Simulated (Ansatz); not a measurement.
Job for Ansatz (a first-principles code): R-PBE/def2-TZVPPD on C2H4O (a complex). Files ending in .json are basis or fitting sets from the Basis Set Exchange.

Ansatz 0.2 input:
```yaml
crystal:
  periodic: [false, false, false]
  atoms:
    - {symbol: C, position_ang: [-1.92846776, 0.07794088, 0.06097646]}
    - {symbol: H, position_ang: [-0.86259776, 0.04756888, 0.03638346]}
    - {symbol: C, position_ang: [-3.14034476, 0.11168188, 0.08834846]}
    - {symbol: H, position_ang: [-4.20087776, 0.14203388, 0.11294946]}
    - {symbol: O, position_ang: [3.59664224, -0.12358912, -0.09730854]}
    - {symbol: H, position_ang: [4.16699824, -0.71335812, 0.39971846]}
    - {symbol: H, position_ang: [4.16863724, 0.22739888, -0.78268054]}
basis:
  gaussian:
    orbitals: def2-TZVPPD.json
hamiltonian:
  xc: {name: PBE}
scf: {lower_state_search: off}
```

**Question.** What total energy does the run end on?

**Answer.** -153.6365 hartree.
